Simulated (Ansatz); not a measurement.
## Ansatz (development build ahead of 0.2.0) run

```yaml
crystal:
  periodic: [false, false, false]
  atoms:
    - { symbol: Cl, position_ang: [0.0, 0.0, -2.36842] }
    - { symbol: Mg, position_ang: [0.0, 0.0, 0.0] }
    - { symbol: Cl, position_ang: [0.0, 0.0, 2.36842] }
basis:
  gaussian: { orbitals: cc-pVDZ }
hamiltonian:
  xc: hf
```

The input is written out in the form of the current development build from the run's settings.

Results

```
Converged                       : yes
Total energy                    : -1118.77306 hartree
Spin squared of the determinant : 0.000
```
